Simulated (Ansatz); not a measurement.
# SiF− (singlet): from Hartree-Fock to the top rungs at distance Si1–F2 = 3.177 Å, aug-cc-pVDZ

An exercise on one series of results from a longer session: the logs are not shown, and one member is left open.

The runs use Ansatz 0.2.0, Gaussian basis; aug-cc-pVDZ, core rule «outside noble gas», up to 6 orbitals frozen.

Plan: UHF; CCSD(T) on RHF; CCSD(T) on UHF; BCCD(T) on RHF; CISD; CCSDT(Q) on RHF; CCSDT(Q) on UHF; CASSCF and MRCISD+Q, 2 electrons in 2 orbitals; CASSCF and NEVPT2, 2 electrons in 2 orbitals.

35 further runs of the same task are left out: 18 for a known fault of the program, 2 for a mislabelled method, 9 that didn't finish, 6 set aside as unsound or not needed.

## The system

The geometry derives from a PBE0/def2-TZVPD stationary point (not a proven minimum). One bond is set to the value named and the two fragments are kept rigid.

2 atoms, charge -1, spin multiplicity 1.

Atoms are counted from 1 here; the program's logs count them from 0.

No contacts short enough for the rule that draws bonds.

The first run:

in.yaml reads:

```yaml
crystal:
  periodic: [false, false, false]
  atoms:
    - {symbol: Si, position_ang: [0.000000, 0.000000, 0.000000]}
    - {symbol: F, position_ang: [0.000000, 0.000000, 3.177000]}
basis:
  gaussian: {orbitals: aug-cc-pVDZ}
total_charge: -1
magnetization: {spin_polarized: true, initial_magnetization: 0}
hamiltonian: {xc: hf}
output: {orbitals: {seedname: orbitals}}
```

Launch:

```console
ansatz run in.yaml --threads 1 --pin off --events-out ev --progress --plain --max-ram 2393MiB
```

Steps of the session up to this table: UHF; CCSD(T) on RHF; CCSD(T) on UHF; BCCD(T) on RHF; CISD; CCSDT(Q) on RHF; CCSDT(Q) on UHF; CASSCF and MRCISD+Q, 2 electrons in 2 orbitals; CASSCF and NEVPT2, 2 electrons in 2 orbitals.

One of the session's tables, all rows but one given; the rest of the session is left out.

It belongs to the step «Misses and costs». 

| method | from RCCSDT(Q) (meV) |
| --- | --- |
| RHF | +9218.9 |
| UHF | +7916.0 |
| RMP2 | ? |
| UMP2 | +281.1 |
| CISD | +1393.2 |
| RCCSD | +466.1 |
| UCCSD | -267.4 |
| RCCSD(T) | +174.0 |
| UCCSD(T) | -567.9 |
| BCCD(T) | +162.9 |
| RCCSDT | +41.4 |
| UCCSDT | -827.5 |
| RCCSDT(Q) | 0 |
| UCCSDT(Q) | -897.9 |
| CASSCF pair | +8730.1 |
| NEVPT2 pair | +644.2 |
| MRCISD pair | +1025.4 |
| MRCISD+Q pair | +219.6 |

Q: Estimate the row for RMP2 from the others.

The run gave: from RCCSDT(Q) (meV): +1114.0. In the column «from RCCSDT(Q) (meV)» it lies between MRCISD pair (+1025.4) and CISD (+1393.2).

The program flags UCCSD(T), RCCSDT(Q), UCCSDT(Q) as in doubt (see the logs), so the zero of the table is itself unsure.

Limits of these values: The determinant is far from a pure spin state, so its energy mixes those of several spin states (harmless only where they are near-degenerate, as at dissociation). The report flags that the cluster equations may have other roots. The program flags UCCSD(T), RCCSDT(Q), UCCSDT(Q) as in doubt, so the zero of the table is itself unsure. Warnings: restricted reference is unstable; spin contamination; large T1 diagnostic. Restricted and unrestricted rows rest on different reference determinants; where their highest levels disagree by more than a few hundredths of an eV, they describe different states and don't form one ladder.
